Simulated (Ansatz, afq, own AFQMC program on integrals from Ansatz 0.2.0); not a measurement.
CH₂Al, doublet in cc-pVDZ, levels against CCSDT(Q)

| atom | x (Å) | y (Å) | z (Å) |
| --- | --- | --- | --- |
| Al | 0.0000 | 0.0000 | 0.9087 |
| C | 0.0000 | 0.0000 | -1.6316 |
| H | 0.0000 | -1.1551 | -2.4415 |
| H | 0.0000 | 1.1551 | -2.4415 |

Connectivity, by distances: Al ··· C ··· H2.

Basis cc-pVDZ. Noble-gas cores (and the filled d shells of Ga–Kr and In–Xe) are frozen. AFQMC by an in-house program on the Cholesky factors that Ansatz 0.2.0 writes for its CCSD(T) run. The CISD trial takes its coefficients from CCSD amplitudes. Released means that phaseless walkers are propagated on without the constraint, phases kept. Error bars are statistical, one sigma.

Determinant: UHF, the one that the program's search chose, which needn't be the lowest solution. The geometry is a point of a scan.

No full CI on the walks' own integrals is used here; CCSDT(Q) serves as the reference and is uncertain by about the last step of the cluster series.

Cautions: unrestricted determinant slightly spin contaminated (⟨S²⟩ 0.81 against 0.75).

The T1 diagnostic is 0.0306. The weight of the determinant in the CISD state is 0.842. The ⟨S²⟩ of the determinant is 0.806. The size of the correlated space is 9 electrons in 36 orbitals.

Reference: CCSDT(Q), correlation energy -5.928 eV. The released energy is read at 2.40 1/Eh (meV from the phaseless value at times in 1/Eh: -20 ± 19 at 0.24, -22 ± 17 at 0.51, -34 ± 18 at 0.99, -42 ± 21 at 1.62, -6 ± 18 at 2.40).

| level | E − E(reference) (meV) | share of correlation (%) |
| --- | --- | --- |
| HF | 5927.9 | 0.00 |
| MP2 | 1329.3 | 77.58 |
| CCSD | 260.4 | 95.61 |
| CCSD(T) | 60.3 | 98.98 |
| CCSDT | 16.6 | 99.72 |
| ph-AFQMC/CISD | 34.8 ± 19.4 | 99.41 |
| released AFQMC | 29.0 ± 18.5 | 99.51 |

A walk keeps the symmetry of its determinant, which the program's search chose and which needn't be the lowest solution, so a lower state of the same spin and another symmetry isn't excluded. Released energies are given only where the last usable release times agree within the noise; a slower fall can still hide under it.
